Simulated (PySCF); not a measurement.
Below is a simulated gas-phase C 1s photoelectron spectrum of 2,3-dimethylbutane (`CC(C)C(C)C`).

Every computed line was given a Gaussian of 1.0 eV full width at half maximum and an area set by the number of equivalent atoms; the highest printed point is 100. Computed with delta-SCF UKS SCAN, pcX-2 on the ionised atom, pcseg-1 elsewhere, spin-free X2C in PySCF 2.14.0.

```csv
binding energy (eV),intensity
288.8,0
288.9,0
289.0,1
289.1,2
289.2,4
289.3,7
289.4,11
289.5,18
289.6,27
289.7,38
289.8,52
289.9,66
290.0,79
290.1,91
290.2,98
290.3,100
290.4,97
290.5,88
290.6,76
290.7,63
290.8,48
290.9,36
291.0,25
291.1,16
291.2,10
291.3,6
291.4,3
291.5,2
291.6,1
291.7,0
291.8,0
```

Count the maxima, the lines and the sites behind this envelope.

The curve has 1 maximum (at 290.3 eV). Under it lie 2 lines from 2 inequivalent carbon sites. At this width some lines have no maximum of their own.

Decompose the envelope and assign each component. Numbering: `[CH3:1][CH:2]([CH3:3])[CH:4]([CH3:5])[CH3:6]`.

| position (eV) | relative area | line | atoms | environment |
| --- | --- | --- | --- | --- |
| 290.28 | 4 | C 1s | C1/C3/C5/C6 | methyl carbon |
| 290.31 | 2 | C 1s | C2/C4 | sp3 CH carbon |

What are the centre and the root-mean-square width of the whole band?

The area-weighted mean of the lines is 290.29 eV. Their own spread about it is 0.01 eV (rms) and each Gaussian has σ = 1.0/2.355 = 0.42 eV; the variances add, which gives 0.42 eV.

The 2 C 1s values lie within 0.03 eV of each other; Gaussian lines of 0.5 eV full width would blend them into one maximum.

The curve has no shake-up lines and no vibrational structure. Topologically equivalent atoms share the value of their first member; where this conformer doesn't relate them by symmetry, their own values could differ. Isolated species at its PBE0-D3(BJ)/def2-SVP geometry (one conformer only).

Hardware: an Intel Xeon Platinum 8488C with one thread, no GPU, on a shared host. Cost: 28 s of wall time, 0.68 GiB resident at most.

Shape of the structure used: `[CH3:1][CH:2]([CH3:3])[CH:4]([CH3:5])[CH3:6]`: C1–C2–C4–C5 65°.
